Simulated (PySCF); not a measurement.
How well do the runs reproduce experiment for (E)-crotonaldehyde?

**Experimental background.**

From NIST CCCBDB Release 22 (SRD 101), experimental polarizabilities, for the gas: mean polarisability 8.5 Å³.

The runs below try to reproduce these values; the comparison stands at the end.

Species: (E)-crotonaldehyde, C4H6O.
Atom-mapped SMILES: `[CH3:1]/[CH:2]=[CH:3]/[CH:4]=[O:5]` (hydrogens: H6, H7, H8 on C1; H9 on C2; H10 on C3; H11 on C4)

Cartesian coordinates in Å at the GFN2-xTB level; atoms count from 1:
```
atom  x, y, z in Å
C1    -1.754    0.024    0.045
C2    -0.334   -0.366   -0.134
C3     0.713    0.414    0.138
C4     2.087   -0.026   -0.057
O5     3.069    0.635    0.172
H6    -1.841    1.037    0.429
H7    -2.245   -0.663    0.733
H8    -2.282   -0.043   -0.907
H9    -0.164   -1.366   -0.516
H10    0.583    1.417    0.521
H11    2.175   -1.059   -0.452
```

The PySCF runs (gas phase, on this GFN2-xTB geometry; no spin–orbit coupling):

```json
{"level": "wB97X-D/def2-SVPD", "job": "8 singlets by full TDDFT, 3 Tamm–Dancoff triplets, polarisability", "basis functions": "151", "wall time": "20 s"}
```

Hardware: one thread, x86-64 server, shared host.

## Comparison

**Mean polarisability.** Measured: 8.5 Å³ (NIST CCCBDB Release 22 (SRD 101), experimental polarizabilities).

```json
{"level": "wB97X-D/def2-SVPD", "computed (Å³)": "8.27", "computed − measured (Å³)": "-0.23", "% (from the printed values)": "-3"}
```

The computed values are static and purely electronic, with core orbitals frozen in the response (1 au = 0.148185 Å³). The table of measured values doesn't say here whether a value is static or optical, or holds a vibrational part. The measurement averages over conformers, the calculation has one.

No measured geometry was used, and the causes of the misses weren't examined.
